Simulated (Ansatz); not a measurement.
Results of revPBE (Ansatz, a first-principles code, PAW) for anatase TiO2 (metastable phase).

Numerical settings: plane-wave cutoff 520 eV, 12×12×12 k mesh, Fermi–Dirac smearing 0.01 eV, no spin polarisation, scalar-relativistic PAW data made under PBE.

Response to compression and expansion:

Shape and atoms are relaxed at each volume.

```
V (Å³/atom)  P (GPa)  direct gap at Γ (eV)  smallest gap on the k mesh (eV)   c (Å)
-----------  -------  --------------------  -------------------------------  ------
11.395          7.18                 2.602                            2.111   9.510
11.633          3.46                 2.567                            2.128   9.648
11.870         -0.01                 2.527                            2.137   9.776
12.108         -3.22                 2.483                            2.137   9.894
12.345         -6.18                 2.437                            2.130  10.001
```

The fundamental gap (2.14 eV at the equilibrium volume, with added k points) lies elsewhere than Γ–Γ.

Measured, for comparison: band gap 3.42 eV (low temperature, zero-point motion not removed, gap of extended states, from the Urbach tail; as tabulated in Kang and Hybertsen (2010), arXiv:1006.4085).

Note: the bulk modulus comes from volumes at which shape and atoms were relaxed.
